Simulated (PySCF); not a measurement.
**Functional benchmark on one molecule**

Molecule: `O=C(Cl)C1CC1`, C4H5ClO.

Atom-mapped SMILES (the numbers label the heavy atoms): `[O:1]=[C:2]([Cl:3])[CH:4]1[CH2:5][CH2:6]1` (H(Xn): hydrogen on atom n). Ha(C5), Ha(C6) are cis to C2 on the ring; Hb(C5), Hb(C6) are trans to C2 on the ring.

Geometry PBE0-D3(BJ)/def2-SVP throughout; GIAO in PySCF, gas phase, one conformer, non-relativistic; equivalent atoms averaged; basis pcSseg-2.

Reference values (measured; solution, not stated per compound (mostly CDCl3 or CCl4); Pretsch, Buehlmann, Badertscher, Structure Determination of Organic Compounds, 4th ed. (2009)): δ(H(C4)) = 2.11 ppm. Computed shifts are taken against TMS, calculated as an isolated molecule at each level.

How do the functionals HF, LDA, PBE, BLYP, BP86, OPBE perform against the reference? Times are CPU seconds on 1 thread of an Arm Neoverse V1, shared host.

Answers


```csv
functional,kind,H(C4),abs. error H,core-s
HF,Hartree–Fock,1.66,0.45,21
LDA,LDA,1.94,0.17,44
PBE,GGA,1.86,0.25,53
BLYP,GGA,1.82,0.29,52
BP86,GGA,1.85,0.26,52
OPBE,GGA,1.90,0.21,54
```

For 1H the closest is LDA (0.17 ppm) and the furthest HF (0.45 ppm). One molecule is a small sample, and vibrational and solvent effects are absent from the calculation.
